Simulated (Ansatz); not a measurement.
Isomers of AlH5OSi, relaxed with PBE0-D4/def2-TZVP in Ansatz; electronic energies, one conformer each and not always the lowest. Functionals use def2-TZVPP; CBS adds triple-zeta CCSD(T) − MP2 to the MP2 limit of def2-TZVPP and def2-QZVPP.

Task: Order them by energy at frozen-core CCSD(T)/CBS, lowest first. (Estimate.)
A. `[OH][AlH][SiH3]`
B. `O[SiH2][AlH2]`
C. `[AlH2][O][SiH3]`

Result: C (0.0 kcal/mol), A (24.1 kcal/mol), B (41.7 kcal/mol).

Task: How do PBE0-D4, B3LYP-D4, B2PLYP, ωB97M-V place them (kcal/mol, against `[AlH2][O][SiH3]`)? (Best estimate.)

Result: The calculation gave: 
```csv
isomer,PBE0-D4,B3LYP-D4,B2PLYP,ωB97M-V
`O[SiH2][AlH2]`,37.3,42.0,43.3,42.5
`[OH][AlH][SiH3]`,19.9,24.5,25.4,25.2
```

B3LYP here is the variant with VWN-RPA as its local correlation; programs differ in this.
